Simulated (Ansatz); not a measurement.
A nudged elastic band was laid between two geometries of BH4N (6 atoms, charge 0, multiplicity 1).

The calculation used RKS PBE0/def2-SVP (Ansatz 0.2.0).

| Property | Result |
| --- | --- |
| movable images | 7 |
| climbing image | yes |
| spring | 5.0 eV/Å² |
| optimiser | quadratic models (default) |
| start path | through a guess of the saddle point |
| force threshold | 0.2 eV/Å |
| iteration limit | 60 |
| end points | relaxed |

Image 0:

```xyz
6
Properties=species:S:1:pos:R:3
B 0.141 0.000 0.081
H 0.188 -0.512 1.176
H 1.113 0.512 -0.425
N -1.061 0.000 -0.612
H -1.911 -0.410 -0.249
H -1.171 0.410 -1.531
```

Image 8:

```xyz
6
Properties=species:S:1:pos:R:3
B -0.323 0.408 -1.083
H 1.674 -0.066 1.110
H 1.975 -0.290 1.775
N -1.656 0.072 -1.114
H -2.114 -0.410 -0.344
H -2.258 0.286 -1.905
```

What changes between the two ends?

Bonds broken: B1–H2, B1–H3. Bonds formed: H2–H3. BH4N becomes BH2N + H2.

What energy profile does the band end with?

The forces met the threshold. The highest image is number 3 of 0 to 8, 392.7 kJ/mol above the first end and 36.7 kJ/mol above the last; the last end lies 356.0 kJ/mol above the first. The threshold of 0.2 eV/Å is loose, so the images may lie well off the minimum-energy path. Beside the main top the profile has a ripple of under 15 meV (maxima at images 3, 7), which may be a very shallow well or noise. Neighbouring images differ by up to 2.1 eV, so the band resolves the path poorly. Another band between the same ends (7 images) ends at a top of the same energy, where a vibrational analysis finds 1 clearly imaginary mode. The orbitals stay closed-shell, which can raise the energy where a bond breaks towards radicals; this wasn't checked here.

```csv
image,path coordinate (Å),energy (kJ/mol),B1–H2 (Å),B1–H3 (Å),H2–H3 (Å)
0,0.00,0.0,1.21,1.21,2.11
1,0.53,46.8,1.20,1.19,1.85
2,1.07,252.9,1.33,1.17,1.35
3,1.60,392.7,1.73,1.34,0.92
4,2.47,363.8,2.65,2.08,0.77
5,3.33,356.6,3.43,2.78,0.76
6,4.20,357.2,3.99,3.38,0.76
7,5.06,357.8,3.58,4.02,0.76
8,5.93,356.0,3.00,3.73,0.76
```

What is the geometry of the highest image?


```xyz
6
Properties=species:S:1:pos:R:3:forces:R:3
B 0.243 0.380 -0.598 0.07 0.04 -0.03
H 0.405 -0.407 0.936 0.02 0.03 -0.01
H 1.031 0.046 0.435 -0.04 -0.04 0.04
N -1.102 0.058 -0.706 0.00 0.00 -0.02
H -1.710 -0.451 -0.079 -0.02 0.00 -0.01
H -1.570 0.374 -1.548 -0.04 -0.02 0.03
```

The run took 86 s on 1 thread of Intel(R) Xeon(R) Platinum 8488C (Sapphire Rapids), with other jobs on the host, peak memory 0.11 GiB.
